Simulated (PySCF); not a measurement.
**Two-photon absorption: SMILES C=C/C=C/F, C₄H₅F**

Cartesian coordinates in Å; atom numbers follow the order of the lines, from 1:
```xyz
10

C    -1.7876   -0.4131   -0.2677
C    -0.6097   -0.2512    0.3330
C     0.5704    0.2755   -0.3141
C     1.7226    0.4218    0.3272
F     2.8111    0.9059   -0.2732
H    -2.6413   -0.8152    0.2629
H    -1.9316   -0.1484   -1.3099
H    -0.5064   -0.5283    1.3798
H     0.5131    0.5604   -1.3604
H     1.8987    0.1720    1.3679
```

Method: TDDFT CAM-B3LYP/def2-TZVPD excited states, vertical, gas phase (PySCF 2.14.0). Geometry: PBE0-D3(BJ)/def2-TZVP.

**Question.** How strongly do the lowest singlets absorb one photon, and two photons of half the energy?

**Answer.** δ for parallel linear polarisation; σ at the peak of a Lorentzian of half width 0.1 eV, single beam; Ω is circular over linear.
| state | E (eV) | f | photon λ (nm) | δ (au) | σ (GM) | Ω | main |
| --- | --- | --- | --- | --- | --- | --- | --- |
| S1 | 5.94 | 0.707 | 417 | 44.7 | 0.58 | 0.47 | HOMO→LUMO 0.98 |
| S2 | 6.30 | 0.001 | 394 | 53.2 | 0.77 | 1.50 | HOMO→LUMO+1 0.93 |
| S3 | 6.50 | 0.005 | 381 | 13 | 0.20 | 1.50 | HOMO→LUMO+2 0.88 |
| S4 | 6.78 | 0.029 | 366 | 3.1 | 0.05 | 1.49 | HOMO→LUMO+3 0.88 |
| S5 | 7.06 | 0.001 | 351 | 736 | 13.44 | 0.60 | HOMO→LUMO+5 0.95 |
| S6 | 7.41 | 0.008 | 335 | 88.3 | 1.77 | 1.50 | HOMO→LUMO+4 0.84 |

Among these, the strongest one-photon state is S1, the strongest two-photon state S5, with a dipole change of 0.0 D (relaxed, norm of the difference vector).
